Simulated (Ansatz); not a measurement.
**Relaxing CuI2**

These are results of DFT PBE, scalar-relativistic, plane waves, PAW (Ansatz 0.2.0), not measurements. Cutoff 420 eV, Γ-centred k mesh, Gaussian smearing, no spin polarisation in the final step.

CuI2 was placed on the cubic Laves (C15) structure type (Fd-3m, No. 227), with Cu in place of Mg, I in place of Cu, at a guessed volume.

```xyz
6
Lattice="0.0000 4.9806 4.9806 4.9806 0.0000 4.9806 4.9806 4.9806 0.0000" Properties=species:S:1:pos:R:3 pbc="T T T"
Cu    0.0000    0.0000    0.0000
Cu    2.4903    2.4903    2.4903
I     6.2258    6.2258    6.2258
I     6.2258    3.7355    3.7355
I     3.7355    3.7355    6.2258
I     3.7355    6.2258    3.7355
```

Cell and atoms relax at zero pressure; the relaxation can't lower the symmetry of the start.

Energies over the elements count from the elements' standard structures at the same level, with no empirical corrections.

Question: Describe the relaxed structure.

Answer: It keeps Fd-3m (No. 227). The result has the cubic Laves (C15) structure. Conventional cell: a = 9.677 Å. Cu has 12 I at 4.01 Å and 4 Cu at 4.19 Å; I has 6 I at 3.42 Å and 6 Cu at 4.01 Å.

```xyz
6
Lattice="0.0000 4.8387 4.8387 4.8387 0.0000 4.8387 4.8387 4.8387 0.0000" Properties=species:S:1:pos:R:3 pbc="T T T"
Cu    4.8387    4.8387    4.8387
Cu    7.2581    7.2581    7.2581
I     1.2097    1.2097    1.2097
I     1.2097    3.6290    3.6290
I     3.6290    3.6290    1.2097
I     3.6290    1.2097    3.6290
```

Question: What are its volume, energy, density and gap?

Answer: The volume per atom is 37.76 Å³, the density is 4.65 g/cm³ and the energy over the elements is 1.15 eV/atom. The gap on the 8×8×8 mesh is 0 eV (a metal).

The final run used a 8×8×8 mesh on its 6-atom cell and 0.10 eV smearing. For metals, differences of a few meV/atom aren't resolved. Spin–orbit coupling is left out. Symmetry constrained the relaxation, so the result can be a saddle point.

Cost: 3 runs of about 2.1 core-minutes in all, on Intel Xeon Platinum 8581C (Emerald Rapids) (shared hosts).